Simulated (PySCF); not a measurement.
# Cl₂⁻ at PBE0

Computed with PBE0; PySCF, no relativity, basis sets Cl aug-cc-pV(D+d)Z.

| Quantity | Value |
| --- | --- |
| state | doublet, unpaired electrons σ ↑ |
| bond length | 2.650 Å |
| harmonic wavenumber | 223 cm⁻¹ |
| force constant | 0.513 mdyn/Å |
| rotational constant Be | 0.1373 cm⁻¹ |
| anharmonicity ωexe | 2.04 cm⁻¹ |
| vibration–rotation constant αe | 0.00139 cm⁻¹ |
| well depth De to Cl + Cl⁻ | 1.56 eV |
| dissociation energy D0 | 1.54 eV |
| bond order (Mayer) | 0.45 |

The state was picked by a PBE0 search and need not be the measured ground state.
